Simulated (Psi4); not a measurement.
# CH2N (SMILES [H]/[C]=N\[H]): UMP2/def2-TZVP (density fitting with cc-pvdz-jkfit, density fitting for correlation, sweep point 2)

Aim: the vertical doublet–quartet gap of CH2N at UMP2/def2-TZVP (density fitting with cc-pvdz-jkfit, density fitting for correlation, sweep point 2), from 2 runs. 

Program for the calculation: Psi4 1.11.

2 further runs of the same task are left out: 2 set aside as unsound or not needed.

## Step 1: The molecule

CH2N has 4 atoms, charge 0, and is taken as a doublet. As SMILES, `[H]/[C]=N\[H]`. The shape is that of a GFN2-xTB optimisation.

Bond lengths: C1–N2 1.210 Å, C1–H3 1.081 Å, N2–H4 1.023 Å. Angles: C1–N2–H4 130.6°, N2–C1–H3 137.7°.

## Step 2: A single-point energy at UMP2/def2-TZVP (density fitting with cc-pvdz-jkfit, density fitting for correlation, sweep point 2)

The input, job.py:

```python
import psi4

psi4.set_memory(1600000000)
psi4.set_num_threads(1)
psi4.core.set_output_file('run.log', False)

mol = psi4.geometry("""
0 2
C      0.72788471    -0.43902117     0.97419161
N      0.46723478     1.14744170    -0.65070829
H     -0.26722617    -2.09217248     1.64321135
H     -0.92787442     1.38375195    -1.96667577
units au
symmetry c1
""")

psi4.set_options({
    'basis': 'def2-TZVP',
    'reference': 'uhf',
    'puream': True,
    'scf_type': 'df',
    'num_frozen_docc': 2,
    'df_basis_scf': 'cc-pvdz-jkfit',
    'maxiter': 150,
})

result = psi4.energy('mp2', molecule=mol)
print(f'mp2 energy: {result:.10f} Eh')
```

Run with:

```
$ python job.py
```

run.log:

```text
[...]
  Running in c1 symmetry.
[...]
  Nuclear repulsion =   28.430504411942703
[...]
  Multiplicity = 2
[...]
  Nalpha       = 8
  Nbeta        = 7
[...]
    Number of basis functions: 74
[...]
   @DF-UHF iter   1:   -93.37259138470245   -7.30875e-01   4.49596e-03 DIIS/ADIIS
[...]
   @DF-UHF iter  18:   -93.43076663289838   -1.39266e-12   4.69556e-09 DIIS
[...]
   @S^2 Observed:                8.076285477E-01
[...]
    Orbital Energies [Eh]
    ---------------------
    Alpha Occupied:
       1A    -15.570297     2A    -11.295942     3A     -1.230599
       4A     -0.848749     5A     -0.723503     6A     -0.558191
       7A     -0.474514     8A     -0.347036
    Alpha Virtual:
       9A      0.142437    10A      0.148405    11A      0.188724
      12A      0.247973    13A      0.312705    14A      0.346099
      15A      0.370503    16A      0.477532    17A      0.569486
      18A      0.585269    19A      0.628687    20A      0.669646
      21A      0.711390    22A      0.791255    23A      0.810661
      24A      0.847043    25A      0.994474    26A      1.221014
[...]
  @DF-UHF Final Energy:   -93.43076663289838
   => Energetics <=
    Nuclear Repulsion Energy =             28.4305044119427031
    One-Electron Energy =                -182.1744479106841652
    Two-Electron Energy =                  60.3131768658430687
    Total Energy =                        -93.4307666328983828
  UHF NO Occupations:
  HONO-2 :    6  A 1.9958253
  HONO-1 :    7  A 1.9765255
[...]
 Multipole Moments:
 ------------------------------------------------------------------------------------
     Multipole            Electronic (a.u.)      Nuclear  (a.u.)        Total (a.u.)
 ------------------------------------------------------------------------------------
 L = 1.  Multiply by 2.5417464519 to convert [e a0] to [Debye]
 Dipole X            :          0.3966318           -1.0911576           -0.6945258
 Dipole Y            :          0.2053270           -0.7097877           -0.5044608
 Dipole Z            :          0.1354274           -0.2391026           -0.1036752
 Magnitude           :                                                    0.8646359
[...]
```

The script printed:

```text
mp2 energy: -93.7597711769 Eh
```

Wall time 2.8 s (1 thread of Intel Xeon Platinum 8259CL at 2.50GHz (Skylake/Cascade Lake), shared host); peak memory 0.2 GiB.

## Step 3: The quartet

The input, ch2n.py:

```python
import psi4

psi4.set_memory('1600 MB')
psi4.set_num_threads(1)
psi4.set_output_file('output.dat', False)

molecule = psi4.geometry("""
0 4
C      0.72788471    -0.43902117     0.97419161
N      0.46723478     1.14744170    -0.65070829
H     -0.26722617    -2.09217248     1.64321135
H     -0.92787442     1.38375195    -1.96667577
units au
symmetry c1
""")

options = {'basis': 'def2-TZVP', 'reference': 'uhf', 'puream': True, 'scf_type': 'df', 'num_frozen_docc': 2, 'df_basis_scf': 'cc-pvdz-jkfit', 'maxiter': 150}
psi4.set_options(options)

energy_value, wavefunction = psi4.energy("mp2", return_wfn=True)
print('E =', round(energy_value, 9))
```

Run with:

```
$ python ch2n.py
```

output.dat:

```text
[...]
  Running in c1 symmetry.
[...]
  Nuclear repulsion =   28.430504411942703
[...]
  Multiplicity = 4
[...]
  Nalpha       = 9
  Nbeta        = 6
[...]
    Number of basis functions: 74
[...]
   @DF-UHF iter   1:   -93.19793172424244   -5.56215e-01   3.89057e-03 ADIIS/DIIS
[...]
   @DF-UHF iter  22:   -93.26951145067407   -1.98952e-12   3.40531e-09 DIIS
[...]
   @S^2 Observed:                3.767541129E+00
[...]
    Orbital Energies [Eh]
    ---------------------
    Alpha Occupied:
       1A    -15.622923     2A    -11.249872     3A     -1.311664
       4A     -0.896313     5A     -0.736952     6A     -0.649897
       7A     -0.611006     8A     -0.383174     9A     -0.260145
    Alpha Virtual:
      10A      0.135317    11A      0.201606    12A      0.244763
      13A      0.318950    14A      0.335284    15A      0.361349
      16A      0.444089    17A      0.518495    18A      0.558549
      19A      0.609382    20A      0.641839    21A      0.679484
      22A      0.784177    23A      0.803929    24A      0.836767
      25A      0.973393    26A      1.211944    27A      1.249717
[...]
  @DF-UHF Final Energy:   -93.26951145067407
   => Energetics <=
    Nuclear Repulsion Energy =             28.4305044119427031
    One-Electron Energy =                -181.8513179998814735
    Two-Electron Energy =                  60.1513021372646932
    Total Energy =                        -93.2695114506740737
  UHF NO Occupations:
  HONO-2 :    7  A 1.0000000
  HONO-1 :    8  A 1.0000000
[...]
 Multipole Moments:
 ------------------------------------------------------------------------------------
     Multipole            Electronic (a.u.)      Nuclear  (a.u.)        Total (a.u.)
 ------------------------------------------------------------------------------------
 L = 1.  Multiply by 2.5417464519 to convert [e a0] to [Debye]
 Dipole X            :          0.5832313           -1.0911576           -0.5079263
 Dipole Y            :          0.8211129           -0.7097877            0.1113251
 Dipole Z            :         -0.2850283           -0.2391026           -0.5241309
 Magnitude           :                                                    0.7383059
[...]
```

Standard output:

```text
E = -93.54185779
```

Run time: 3.6 s. Hardware: 1 thread of Intel Xeon Platinum 8259CL at 2.50GHz (Skylake/Cascade Lake), shared host; peak memory 0.2 GiB.

## Step 4: Summary of results

Level: UMP2/def2-TZVP (density fitting with cc-pvdz-jkfit, density fitting for correlation, sweep point 2), 2 core orbitals frozen.

| quantity | value |
| --- | --- |
| doublet: total energy | -93.75977 Eh |
| doublet: HOMO energy (Hartree–Fock orbitals) (highest over α and β) | -9.44 eV |
| doublet: LUMO energy (Hartree–Fock orbitals) (lowest over α and β) | 2.98 eV |
| doublet: correlation energy (2 core orbitals frozen) | -329.0 mEh |
| doublet: ⟨S²⟩ of the reference determinant | 0.808 |
| quartet: total energy | -93.54186 Eh |
| quartet: HOMO energy (Hartree–Fock orbitals) (highest over α and β) | -7.08 eV |
| quartet: LUMO energy (Hartree–Fock orbitals) (lowest over α and β) | 0.20 eV |
| quartet: correlation energy (2 core orbitals frozen) | -272.3 mEh |
| quartet: ⟨S²⟩ of the reference determinant | 3.768 |
| vertical energy of the quartet above the doublet | 5.930 eV |

**Reading.** At this shape the quartet lies 5.93 eV (137 kcal/mol) above the doublet.
